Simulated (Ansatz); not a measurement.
C$_{3}$H$_{6}$Cl$_{2}$, SMILES `ClCCCCl`. Charge 0, multiplicity 1.

Z-matrix (Å, degrees):
```
C
C 1 1.511
Cl 1 1.782 2 110.9
H 1 1.088 2 111.5 3 119.2
H 1 1.091 2 111.5 3 -118.9
C 2 1.512 1 112.8 3 178.0
H 2 1.095 1 109.3 3 58.2
H 2 1.093 1 109.8 3 -59.1
Cl 6 1.788 2 112.2 1 64.3
H 6 1.089 2 110.9 1 -176.8
H 6 1.090 2 111.8 1 -55.2
```

Task: List the harmonic frequencies (cm⁻¹, unscaled) at PBE0-D4/def2-TZVP in Ansatz. (An estimate is asked.)

Result: The calculation gave: 77, 123, 232, 269, 440, 687, 754, 796, 878, 990, 1055, 1095, 1152, 1217, 1290, 1297, 1334, 1384, 1470, 1479, 1487, 3059, 3092, 3095, 3114, 3156, 3164.

Task: Is this a minimum?

Result: Yes, all 27 modes are real.

Task: Give the ideal-gas thermochemistry at 298.15 K and 1 bar (rigid rotor, harmonic oscillator; point group C1, symmetry number 1).

Result: Zero-point energy 228.4 kJ/mol; H(298) − E = 246.8 kJ/mol; entropy 337.3 J/(mol·K), of which translation 167.8, rotation 116.4, vibration 53.2; G(298) − E = 146.3 kJ/mol. Modes under 100 cm⁻¹ are hindered rotations or soft bends, so the harmonic entropy is rough.

Task: And at 400, 500, 600, 800 and 1000 K?

Result: 
```json
{"T (K)": "400", "H − E (kJ/mol)": "257.2", "S (J/mol/K)": "367.2", "G − E (kJ/mol)": "110.4"}
{"T (K)": "500", "H − E (kJ/mol)": "269.6", "S (J/mol/K)": "394.6", "G − E (kJ/mol)": "72.3"}
{"T (K)": "600", "H − E (kJ/mol)": "283.7", "S (J/mol/K)": "420.3", "G − E (kJ/mol)": "31.5"}
{"T (K)": "800", "H − E (kJ/mol)": "316.1", "S (J/mol/K)": "466.7", "G − E (kJ/mol)": "-57.3"}
{"T (K)": "1000", "H − E (kJ/mol)": "352.8", "S (J/mol/K)": "507.6", "G − E (kJ/mol)": "-154.8"}
```
